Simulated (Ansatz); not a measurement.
## Eu, bcc: geometry optimisation

Computed with Ansatz 0.2.0, DFT, r2SCAN, plane waves (500 eV) with PAW, scalar-relativistic. The PAW files were generated under PBE, with cores re-solved for the functional.

k-point mesh 10×10×10, Fermi-Dirac smearing 0.05 eV, starting moments 7.00 μB. Cell and atoms relax.

Starting structure:

```
Eu
1.0
    -2.27550    2.27550    2.27550
     2.27550   -2.27550    2.27550
     2.27550    2.27550   -2.27550
Eu
1
Direct
  0.00000 0.00000 0.00000
```

The pressure at the start is -0.8 GPa. By how much does the volume change?

From 47.13 to 44.21 Å³ per atom, -6.2 %. The final cell has a = 4.455 Å.

How much energy does the relaxation gain?

7.6 meV per atom.

Which magnetic state does it end in?

ferromagnetic, net 7.88 μB per atom; moments 7.32 μB.

Real europium orders as a helical antiferromagnet, which these cells can't hold.

Open f shells have many self-consistent states, so the state found may not be the lowest.
